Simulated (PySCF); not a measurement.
Working out the ionisation energy of O

O [He] 2s2 2p4 (3P) → O⁺ [He] 2s2 2p3 (4S). Calculation: PySCF 2.14, in aug-cc-pCVTZ-DK with one added diffuse shell each of s, p, d, f type (8s7p5d3f, 75 functions); scalar relativity by spin-free X2C-1e. Frozen: nothing. Energies in hartree (1 hartree = 27.21139 eV):

| part | O (lower) | O⁺ (upper) |
| --- | --- | --- |
| UHF | -74.865231 | -74.423500 |
| MP2 opposite-spin | -0.158947 | -0.117281 |
| MP2 same-spin | -0.043205 | -0.036043 |

**Question.** What does Hartree-Fock give?

**Answer.** (-74.423500) − (-74.865231) = 0.441731 hartree = 12.020 eV.

**Question.** What do MP2 and SCS-MP2 (6/5 opposite-spin, 1/3 same-spin) give?

**Answer.** The opposite-spin parts differ by 1.134 eV and the same-spin parts by 0.195 eV. MP2: 12.020 + (1.134) + (0.195) = 13.349 eV. SCS-MP2: 12.020 + 1.2 × (1.134) + (0.195)/3 = 13.446 eV.

Measured between the centres of the two terms (NIST): 13.608 eV, so MP2 (valence and next inner shell) is off by -0.259 eV.

What remains against the reference includes basis incompleteness and correlation beyond second order.
